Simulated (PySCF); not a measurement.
Species, as SMILES: [SiH4] (SiH4).
Geometry (B3LYP-D3(BJ)/def2-TZVP, fixed):
```xyz
5

Si     0.0000     0.0000     0.0000
H      0.8756     0.8547     0.8331
H     -0.8222    -0.8655     0.8753
H     -0.8862     0.8545    -0.8220
H      0.8328    -0.8437    -0.8864
```

Basis-set convergence of the isotropic shielding of H2 at PBE with PySCF. GIAO, no density fitting; atoms are numbered in the order shown. All functions are spherical. Core-valence sets carry the plain set on hydrogen. No added dispersion term, no relativity. Reference: the value in pcSseg-3, 27.73 ppm, itself unsure by roughly 0.03 ppm (its mean distance from cc-pCVQZ, pcseg-3, pcSseg-2).

| basis | functions | isotropic shielding of H2 (ppm) |
|---|---|---|
| 3-21G | 21 | (withheld) |
| 6-31G | 21 | (withheld) |
| pcseg-0 | 21 | (withheld) |
| def2-SV(P) | 26 | 28.30 |
| 6-31G** | 38 | 28.00 |
| pcseg-1 | 38 | 27.97 |
| cc-pV(D+d)Z | 43 | 27.75 |
| pcSseg-1 | 44 | 27.85 |
| def2-SVPD | 56 | (withheld) |
| def2-TZVP | 61 | 27.83 |
| pcseg-2 | 90 | 27.83 |
| cc-pV(T+d)Z | 95 | 27.77 |
| cc-pCVTZ | 115 | 27.78 |
| 6-311++G(3df,3pd) | 119 | 27.75 |
| aug-pcseg-2 | 142 | 27.79 |
| def2-QZVPP | 190 | 27.76 |
| def2-QZVPPD | 208 | 27.76 |
| cc-pCVQZ | 229 | 27.76 |

### Question
Some entries are withheld; supply them.

### Answer

- 3-21G, isotropic shielding of H2 (ppm): 29.31
- 6-31G, isotropic shielding of H2 (ppm): 29.47
- pcseg-0, isotropic shielding of H2 (ppm): 29.58
- def2-SVPD, isotropic shielding of H2 (ppm): 27.89
